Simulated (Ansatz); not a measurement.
A made-up structure of CH3BCl, doublet:

B1  (-0.634, 0.081, -0.667)
C2  (0.523, 0.109, 0.570)
Cl3  (1.334, -1.464, 1.254)
H4  (-1.018, -1.079, -1.209)
H5  (-1.145, 1.248, -1.077)
H6  (0.940, 1.105, 1.129)
(Å)

It is relaxed with PBE-D4/def2-SVP and then PBE0-D4/def2-TZVP (Ansatz 0.2.0). Atoms count as bonded within 1.22 times the sum of their covalent radii (H–H: 0.88 Å). The end point is not checked to be a true minimum.

Task: Does its bonding change? (A judgement: the text doesn't fix the answer.)

Result: By the calculation: No: no bond forms or breaks.

Where it ends: The first stage lowers the energy by 1.10 eV in 5 steps. It ends as CH₃BCl ([BH2][CH][Cl]):
B1  (-0.566, 0.072, -0.595)
C2  (0.467, 0.097, 0.509)
Cl3  (1.191, -1.307, 1.120)
H4  (-0.909, -0.963, -1.079)
H5  (-1.022, 1.114, -0.962)
H6  (0.839, 0.987, 1.008)
(Å)

Labels in which every atom is bracketed show which atoms are joined, not bond orders.

For scale, one of the runs: PBE0-D4/def2-TZVP relaxation, 117 basis functions, launched by `ansatz run in.yaml --threads 2 --pin off --events-out ev --progress --plain --max-ram 4352MiB`. The run took about 14 s on 2 CPU threads of an Arm Neoverse V2 (shared host).
